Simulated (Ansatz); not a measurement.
Geometry optimisation, Ansatz 0.2.0, RKS PBE0-D4/def2-SVPD.

input.yaml

```yaml
crystal:
  periodic: [false, false, false]
  atoms:
    - { symbol: Al, position_ang: [-0.5802, 0.0681, -0.1841] }
    - { symbol: S, position_ang: [1.1915, 0.3773, 1.1232] }
    - { symbol: H, position_ang: [-1.7529, -0.9939, 0.1516] }
    - { symbol: H, position_ang: [-0.7444, 1.04, -1.4938] }
    - { symbol: H, position_ang: [1.936, -0.5651, 0.3616] }
basis:
  gaussian: { orbitals: def2-SVPD }
hamiltonian:
  xc: pbe0
  dispersion: d4
relax:
  f_tol: 0.02
  max_steps: 50
```

Launched with:

```bash
$ ansatz run input.yaml --threads 1 --pin off --max-ram 2048MiB --backend cpu --events-out ev --progress --plain --runs-dir out
```

**Question.** Where does it end, and by what steps?

**Answer.** It converged. After 9 steps the energy has fallen by 0.405 eV; H5 moved furthest, 0.84 Å.

```json
{"step": "0", "energy less start (eV)": "0.0000", "largest force component (eV/Å)": "1.058", "accepted": "yes"}
{"step": "1", "energy less start (eV)": "-0.0795", "largest force component (eV/Å)": "0.355", "accepted": "yes"}
{"step": "2", "energy less start (eV)": "-0.0861", "largest force component (eV/Å)": "0.061", "accepted": "yes"}
{"step": "3", "energy less start (eV)": "-0.0879", "largest force component (eV/Å)": "0.044", "accepted": "yes"}
{"step": "4", "energy less start (eV)": "-0.0975", "largest force component (eV/Å)": "0.719", "accepted": "yes"}
{"step": "5", "energy less start (eV)": "-0.1248", "largest force component (eV/Å)": "1.330", "accepted": "yes"}
{"step": "6", "energy less start (eV)": "-0.3113", "largest force component (eV/Å)": "0.495", "accepted": "yes"}
{"step": "7", "energy less start (eV)": "-0.3918", "largest force component (eV/Å)": "0.168", "accepted": "yes"}
{"step": "8", "energy less start (eV)": "-0.4019", "largest force component (eV/Å)": "0.096", "accepted": "yes"}
{"step": "9", "energy less start (eV)": "-0.4052", "largest force component (eV/Å)": "0.012", "accepted": "yes"}
```

```xyz
5
Properties=species:S:1:pos:R:3
Al -0.627 -0.053 -0.191
S 1.128 -0.386 1.086
H -1.994 -0.642 0.337
H -0.448 0.741 -1.548
H 1.991 0.266 0.274
```

Run time: 20 s on 1 thread of Arm Neoverse V1, with other jobs on the host, peak memory 0.13 GiB.
